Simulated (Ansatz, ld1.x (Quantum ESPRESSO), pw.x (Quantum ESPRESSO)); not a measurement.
**osmium: one change to the TM potential, in the atom and in the bcc crystal**

ld1.x (Quantum ESPRESSO) 7.5 input, shortened:

```
&input
   title='Os', zed=76., rel=1, dft='PBESOL', iswitch=3,
   config='[Xe] 4f14 5d6 5f-2 6s1 6p1'
 /
 &inputp
   pseudotype=2, tm=.true., lloc=0,
   nlcc=.true.
 /
4
6P  2  1   1.00   0.00  3.65  3.65  0.0
5D  3  2   6.00   0.00  2.35  2.35  0.0
5F  4  3  -2.00  -0.15  3.70  3.70  0.0
6S  1  0   1.00   0.00  1.85  1.85  0.0
 &test
   configts(1)='5d6 6s1 6p1'
 /
```

Change: reference 5d6 6s2 6p0.

Cutoffs, loose and tight: the cutoffs (Ry, on a coarse ladder) from which the occupation-weighted sum of valence levels, in a spherical-Bessel basis at the reference potential, stays within 10 and 1 mRy of its value at 400 Ry. They do not see the model core or the augmentation charge, which bear on the density cutoff. Test errors are all-electron minus pseudo excitation energies from the reference, over the configurations 5d6 6s2 6p0; 5d6 6s1 6p0; 5d6 6s0 6p0; 5d6.5 6s1.5 6p0; 5d6 6s0 6p2; 5d7 6s1 6p0; 5d6 6s0 6p1; variants that change the core or the reference have their own tests.

Crystal test: bcc Os in pw.x 7.5, no spin, 15³ k-points, Fermi–Dirac smearing 0.01 Ry, cutoffs set for each file from its atomic test. The reference is all-electron LAPW (Ansatz 0.2.0) with the same functional, mesh and smearing; V0 and B0 come from Birch–Murnaghan fits to the pressures at five volumes. Errors are pseudo minus all-electron; Δ is the rms difference of the E(V) curves that follow from these fits, minima aligned, over ±6 % about the mean V0. Mesh and smearing are coarse, so the numbers serve the comparison and aren't converged zero-temperature values; the lattice is a test structure that the element need not adopt.

All-electron: a0 = 3.063 Å (V0 = 14.37 Å³/atom), B0 = 379.8 GPa.

**Question.** Does the change bring the crystal closer to the all-electron result?

**Answer.** The mean pressure error goes from -2.04 to -2.36 GPa, so the change moves the solid further from the all-electron pressures.

| quantity | base | changed |
| --- | --- | --- |
| outcome (atom) | generated | generated |
| cutoff, loose (atom) | 35 Ry | 35 Ry |
| cutoff, tight (atom) | 55 Ry | 70 Ry |
| bound ghosts (atom) | none | none |
| largest test error (meV) (atom) | -53 | -170 |
| cutoffs in pw.x (Ry) | 70/280 | 85/340 |
| a0 (Å) | 3.058 | 3.057 |
| a0 error (%) | -0.17 | -0.20 |
| B0 error (%) | -1.5 | -1.7 |
| Δ (meV/atom) | 6.4 | 7.5 |
| mean pressure error (GPa) | -2.04 | -2.36 |

Base: The largest radius (3.70 bohr) exceeds half the bond length (2.51 bohr), so the spheres overlap, which is one possible source of error among others. Changed file: The largest radius (3.70 bohr) exceeds half the bond length (2.51 bohr), so the spheres overlap, which is one possible source of error among others. The logarithmic derivative shows an extra or strongly shifted pseudo pole above the reference energy (s near 1.53 Ry). The atomic cutoffs weigh occupied waves only.
